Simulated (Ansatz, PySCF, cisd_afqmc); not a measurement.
System: SiH₃, charge 0, doublet. SiH3 (SMILES [SiH3], doublet).
B3LYP-D3(BJ)/def2-TZVP minimum from Ansatz (a quantum-chemistry and plane-wave program):
```xyz
4

Si    -0.0021     0.0010     0.0803
H      0.0008     1.4066    -0.3921
H      1.2360    -0.7020    -0.3341
H     -1.2075    -0.7183    -0.3975
```
Charge 0, spin multiplicity 2.

Quantity: enthalpy of formation at 298 K (by atomisation, with ideal-gas terms from PySCF's Hessian at B3LYP-D3(BJ)/def2-TZVP and the atoms' measured values of the G2/97 table; no spin-orbit terms), in kJ/mol. Open shells are spin-unrestricted; no spin-orbit coupling. Cores are frozen in correlated methods. Rows without X2C or -DK are non-relativistic. AFQMC/CISD: phaseless, guided by CISD from CCSD amplitudes; bars are statistical, one sigma. Outlying blocks are dropped, and bars are widened where a walk drifts. Over all cases where full CI ran beside it in this data, AFQMC minus full CI had a median of +0.1 mEh and passed +0.4 mEh in a tenth of the cases. CBS(X,Y): correlation extrapolated as X^-3, Hartree-Fock from the larger set (Q,5: extrapolated as (X+1)exp(-9√X)). A bracket is a step between two methods taken in the basis named. Functionals run without relativity, which enters their misses. '+ core + X2C': CCSD(T) terms for core correlation (cc-pwCVTZ, 1s frozen past Ne) and scalar relativity (cc-pVTZ-DK). Full CI freezes restricted core orbitals, also for open shells; the composite that ends in it estimates full CI at the basis-set limit. Where a partner has so few electrons that a lower coupled-cluster level is exact, that level stands in.

Measured: 47.9 kcal/mol, 200.4 kJ/mol (G2/97 table in ASE (Curtiss et al.)); atomic spin-orbit terms, which the calculations lack, would raise the computed values.

```tsv
level	program	enthalpy of formation at 298 K (kJ/mol)	error against that value
wB97X-V/def2-TZVPD	Ansatz	183.3	-17.1
MP2/cc-pV(Q+d)Z	Ansatz	219.0	18.6
CCSD/aug-cc-pV(D+d)Z	Ansatz	248.7	48.3
CCSD/cc-pV(T+d)Z	Ansatz	213.0	12.6
CCSD/aug-cc-pV(Q+d)Z	Ansatz	197.1	-3.3
CCSD(T)/aug-cc-pV(D+d)Z	Ansatz	245.4	45.0
CCSD(T)/CBS(cc-pV(Q+d)Z,cc-pV(5+d)Z)	Ansatz	189.5	-10.9
AFQMC/CISD/cc-pV(D+d)Z	cisd_afqmc	252.1 ± 0.4	51.7
CCSD(T)/CBS(cc-pV(Q+d)Z,cc-pV(5+d)Z) + [AFQMC/CISD - CCSD(T)]/cc-pV(T+d)Z + core + X2C	Ansatz + cisd_afqmc	193.0 ± 0.5	-7.4
CCSD(T)/CBS(cc-pV(Q+d)Z,cc-pV(5+d)Z) + [CCSDT(Q) - CCSD(T)]/cc-pV(T+d)Z + [FCI - CCSDT(Q)]/cc-pV(D+d)Z + core + X2C	Ansatz	193.4	-7.0
CCSD(T)/CBS(cc-pV(Q+d)Z,cc-pV(5+d)Z) + [CCSDT(Q) - CCSD(T)]/cc-pV(Q+d)Z + [FCI - CCSDT(Q)]/cc-pV(D+d)Z + core + X2C	Ansatz	193.3	-7.1
```
